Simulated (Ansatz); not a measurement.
# C₂H₃NO (SMILES NC#CO): single points off equilibrium

The task here is to estimate one member of a computed series from the others.

Method: single points in def2-TZVPP; program: Ansatz 0.2.0, Gaussian basis.

Correlated methods freeze the cores.

### Starting geometry

SMILES `NC#CO`, 7 atoms, charge 0, spin multiplicity 1.

Atoms are counted from 1 here; the program's logs count them from 0.

Bond lengths: N1–C2 1.345 Å, N1–H5 0.999 Å, N1–H6 1.024 Å, C2–C3 1.204 Å, C3–O4 1.319 Å, O4–H7 0.968 Å. Angles: C2–N1–H5 113.3°, C2–N1–H6 113.2°, H5–N1–H6 112.1°, N1–C2–C3 177.6°, C2–C3–O4 174.9°, C3–O4–H7 111.3°.

Coordinates:

```xyz
7
charge 0, multiplicity 1
N    -0.6575    1.4503    0.0749
C    -0.1103    0.2245   -0.0040
C     0.3362   -0.8920   -0.0576
O     0.9331   -2.0672   -0.1142
H    -1.0183    1.7795   -0.7965
H    -1.3410    1.5387    0.8319
H     1.8786   -1.9916    0.0800
```

The first run:

Input file run/in.yaml:

```yaml
crystal:
  periodic: [false, false, false]
  atoms:
    - {symbol: N, position_ang: [-0.657500, 1.450300, 0.074900]}
    - {symbol: C, position_ang: [-0.110300, 0.224500, -0.004000]}
    - {symbol: C, position_ang: [0.336200, -0.892000, -0.057600]}
    - {symbol: O, position_ang: [0.933100, -2.067200, -0.114200]}
    - {symbol: H, position_ang: [-1.018300, 1.779500, -0.796500]}
    - {symbol: H, position_ang: [-1.341000, 1.538700, 0.831900]}
    - {symbol: H, position_ang: [1.878600, -1.991600, 0.080000]}
basis:
  gaussian: {orbitals: def2-TZVPP}
correlation: {method: ccsd_t}
output: {forces: true}
```

No record of the launch command was kept for these runs.

Among the steps run: CCSD(T)/def2-TZVPP; PBE0-D4/def2-TZVPP; wB97M-V/def2-TZVPP; r2SCAN-D4/def2-TZVPP; PBE-D4/def2-TZVPP; LC-wPBE/def2-TZVPP; SPW92/def2-TZVPP.

One of the session's tables, all rows but one given; the rest of the session is left out.

```
   method  RMS force component (eV/Å)  angle to CCSD(T) forces (°)  dipole (D)
  CCSD(T)                       0.426                    reference        0.88
  PBE0-D4                           ?                            ?           ?
  wB97M-V                       0.478                         35.6        0.91
r2SCAN-D4                       0.311                         35.7        0.91
   PBE-D4                       0.400                         58.2        0.89
  LC-wPBE                       0.515                         45.0        0.92
    SPW92                       0.501                         83.5        0.93
```

Estimate the missing values for PBE0-D4.

**Answer.** RMS force component (eV/Å): 0.346; angle to CCSD(T) forces (°): 38.2; dipole (D): 0.92. In the column «RMS force component (eV/Å)» it lies between r2SCAN-D4 (0.311) and PBE-D4 (0.400).
